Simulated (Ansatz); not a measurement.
## hcp Co

Level of theory: r²SCAN in Ansatz (PAW).

Settings: plane-wave cutoff 500 eV, 22×14×1 k mesh (along the axes of the cell as run), Fermi–Dirac smearing 0.1 eV, scalar-relativistic PAW data made under PBE.

Cell: relaxed at this level.

| Item | Value |
|---|---|
| surface energy of the (10-10) face | 2.37 J/m² |
| work function of the (10-10) face | 4.75 eV |

The slab of 12 atoms is relaxed and unreconstructed.

The result took around 120 core-minutes (rough).

Ansatz is a first-principles code.
